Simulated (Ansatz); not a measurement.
# Al₂F (quartet): wave-function methods side by side at a displaced geometry (v2), cc-pVDZ

How much of the correlation energy of Al₂F (quartet) does each wave-function method recover here?

Program: Ansatz 0.2.0, Gaussian basis. Level of theory: cc-pVDZ, core rule «outside noble gas», up to 11 orbitals frozen. These are calculated values, not measurements.

To be run: UHF; CCSD(T) on ROHF; CCSD(T) on UHF; BCCD(T) on ROHF; CISD; CCSDT(Q) on ROHF; CCSDT(Q) on UHF.

32 further runs of the same task are left out: 11 for a known fault of the program, 9 that didn't finish, 12 set aside as unsound or not needed.

### Step 1. The geometry

The geometry is a PBE0/def2-TZVP stationary point (not a proven minimum) with its atoms shifted at random (size 0.100 Å).

3 atoms, charge 0, spin multiplicity 4.

Atoms are counted from 1 here; the program's logs count them from 0.

Bond lengths: Al1–Al2 2.332 Å, Al2–F3 1.657 Å. Angles: Al1–Al2–F3 173.2°.

### Step 2. UHF

in.yaml reads:

```yaml
crystal:
  periodic: [false, false, false]
  atoms:
    - {symbol: Al, position_ang: [0.084376, 0.005225, 2.102798]}
    - {symbol: Al, position_ang: [-0.080498, 0.013599, -0.223809]}
    - {symbol: F, position_ang: [-0.003878, -0.018825, -1.878989]}
basis:
  gaussian: {orbitals: cc-pVDZ}
magnetization: {spin_polarized: true, initial_magnetization: 3}
hamiltonian: {xc: hf}
output: {orbitals: {seedname: orbitals}}
```

Command:

```console
$ ansatz run in.yaml --threads 1 --pin off --events-out ev --progress --plain --max-ram 2393MiB
```

Further steps of the session: CCSD(T) on ROHF; CCSD(T) on UHF; BCCD(T) on ROHF; CISD; CCSDT(Q) on ROHF; CCSDT(Q) on UHF.

Q: Predict the results of all the runs planned. Wanted: UCCSDT(Q) below the RHF energy; RMP2 from UCCSDT(Q); UMP2 from UCCSDT(Q); RCCSD from UCCSDT(Q); RCCSD(T) from UCCSDT(Q); UCCSD(T) from UCCSDT(Q); RCCSDT(Q) from UCCSDT(Q); T1 diagnostic.

**Answer**, as computed:

```
                         quantity                      value
   UCCSDT(Q) below the RHF energy                 -7.9846 eV
              RMP2 from UCCSDT(Q)            +16.97 kcal/mol
              UMP2 from UCCSDT(Q)            +17.19 kcal/mol
             RCCSD from UCCSDT(Q)             +5.99 kcal/mol
          RCCSD(T) from UCCSDT(Q)             +1.35 kcal/mol
          UCCSD(T) from UCCSDT(Q)             +1.35 kcal/mol
         RCCSDT(Q) from UCCSDT(Q)             +0.07 kcal/mol
levels within 1 kcal/mol (43 meV)  RCCSDT, UCCSDT, RCCSDT(Q)
                    T1 diagnostic                      0.029
```

What this shows: RCCSD(T) misses by +1.35 kcal/mol, 0.7 % of the correlation energy. These misses are within one basis, not against nature; the frozen cores of restricted and unrestricted runs differ, which can shift their rows.
